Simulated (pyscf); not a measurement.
`[Cl][CH2][Br]` + `[H]` [doublet] -> `[CH3][Br]` + `[Cl]` [doublet], a substitution at C (doublet surface; C–Cl broken, C–H formed). PySCF, gas phase, ωB97X-D3(BJ)/def2-SVP geometries. MP2 and CC: frozen core, UHF for open shells. ΔMP2 is the change of the MP2 total energy from the triple- to the quadruple-zeta basis. Energies in kcal/mol from the separated reactants.

Small-basis levels: PySCF, no dispersion term, spherical d functions. AM1 to PM7: differences of heats of formation from MOPAC, which are fitted to 298 K values and so differ in kind from electronic energies by zero-point and thermal terms. GFN2-xTB: tblite. Open shells are spin-unrestricted. 

```csv
level,barrier,reaction energy
HF/3-21G,27.2,-50.5
B3LYP/STO-3G,16.5,-47.5
B3LYP/6-31G*+LANL2DZ,(withheld),-31.4
M06-2X/6-31G*+LANL2DZ,25.3,-26.7
B3LYP/def2-SVP,20.5,-29.7
GFN2-xTB,(withheld),-17.8
AM1,18.8,-16.9
CCSD(T)/def2-TZVPP + ΔMP2(QZVPP),(withheld),-26.3
```

Problem. Complete the blanks.

Solution. 
- B3LYP/6-31G*+LANL2DZ, barrier: 21.2
- GFN2-xTB, barrier: 25.9
- CCSD(T)/def2-TZVPP + ΔMP2(QZVPP), barrier: 24.4

Against the last row the barrier runs from -7.9 (B3LYP/STO-3G) to +2.8 kcal/mol (HF/3-21G). CCSD(T)/def2-TZVPP + ΔMP2(QZVPP) has limits of its own. On the product side the descent ends in what is likely a three-electron adduct, which functionals tend to overbind, 9.4 kcal/mol under the separated species and 59.4 kcal/mol under the saddle at ωB97X-D3(BJ)/def2-TZVP. Abstraction by the radical was not located in this set and often lies lower. One saddle was located; it need not be the lowest between these sides. The angle at the attacked C is 166°. The CCSD(T) − MP2 part came from Ansatz, without density fitting, on the same reference. The frozen core leaves the outer d or s,p core shells of the metals and heavy elements correlated in the MP2 and CC values, and def2-TZVPP describes them poorly, which can shift differences by a few kcal/mol. Left out: the spin-orbit lowering of Cl. In the def2 sets elements up to Kr have no core potential.
